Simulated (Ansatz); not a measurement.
# SiNF (triplet): the correlation ladder, cc-pVDZ

One table from this session's results is given with a row withheld; the runs are named, their logs left out.

Program: Ansatz 0.2.0, Gaussian basis. Level of theory: cc-pVDZ, core rule «outside noble gas», up to 7 orbitals frozen. These are calculated values, not measurements.

The runs, in order: UHF; CCSD(T) on ROHF; CCSD(T) on UHF; BCCD(T) on ROHF; CISD; CCSDT(Q) on ROHF; CCSDT(Q) on UHF; CASSCF and MRCISD+Q, 14 electrons in 11 orbitals; CASSCF and NEVPT2, 14 electrons in 11 orbitals.

18 further runs of the same task are left out: 2 for a known fault of the program, 6 that didn't finish, 10 set aside as unsound or not needed.

**The geometry**

The geometry is a PBE0/def2-TZVP stationary point (not a proven minimum) of the parent state, kept for this charge and spin.

3 atoms, charge 0, spin multiplicity 3.

Atoms are counted from 1 here; the program's logs count them from 0.

Bond lengths: F1–Si2 1.576 Å, Si2–N3 1.557 Å. Angles: F1–Si2–N3 180.0°.

Coordinates:

```
atom    x (Å)    y (Å)     z (Å)
  F1  0.00000  0.00000   1.56980
 Si2  0.00000  0.00000  -0.00620
  N3  0.00000  0.00000  -1.56360
```

The first run:

in.yaml reads:

```yaml
crystal:
  periodic: [false, false, false]
  atoms:
    - {symbol: F, position_ang: [0.000000, 0.000000, 1.569800]}
    - {symbol: Si, position_ang: [0.000000, 0.000000, -0.006200]}
    - {symbol: N, position_ang: [0.000000, 0.000000, -1.563600]}
basis:
  gaussian: {orbitals: cc-pVDZ}
magnetization: {spin_polarized: true, initial_magnetization: 2}
hamiltonian: {xc: hf}
output: {orbitals: {seedname: orbitals}}
```

On the command line:

```
> ansatz run in.yaml --threads 1 --pin off --events-out ev --progress --plain --max-ram 2393MiB
```

Among the steps run: UHF; CCSD(T) on ROHF; CCSD(T) on UHF; BCCD(T) on ROHF; CISD; CCSDT(Q) on ROHF; CCSDT(Q) on UHF; CASSCF and MRCISD+Q, 14 electrons in 11 orbitals; CASSCF and NEVPT2, 14 electrons in 11 orbitals.

One of the session's tables, all rows but one given; the rest of the session is left out.

| method | from UCCSDT(Q) (kcal/mol) |
| --- | --- |
| ROHF | +277.53 |
| UHF | +273.85 |
| RMP2 | +20.63 |
| UMP2 | +22.50 |
| CISD | +37.17 |
| RCCSD | +11.22 |
| UCCSD | +11.12 |
| RCCSD(T) | +2.11 |
| UCCSD(T) | ? |
| BCCD(T) | +2.11 |
| RCCSDT | +1.25 |
| UCCSDT | +1.22 |
| RCCSDT(Q) | +0.20 |
| UCCSDT(Q) | 0 |
| CASSCF valence | +214.88 |
| NEVPT2 valence | +31.35 |
| MRCISD valence | +19.60 |
| MRCISD+Q valence | +3.79 |

Q: Estimate the row for UCCSD(T) from the others.

As computed: from UCCSDT(Q) (kcal/mol): +2.19. In the column «from UCCSDT(Q) (kcal/mol)» it lies between BCCD(T) (+2.11) and MRCISD+Q valence (+3.79).

To keep in mind: Restricted and unrestricted rows rest on different reference determinants; where their highest levels disagree by more than a few hundredths of an eV, they describe different states and don't form one ladder.
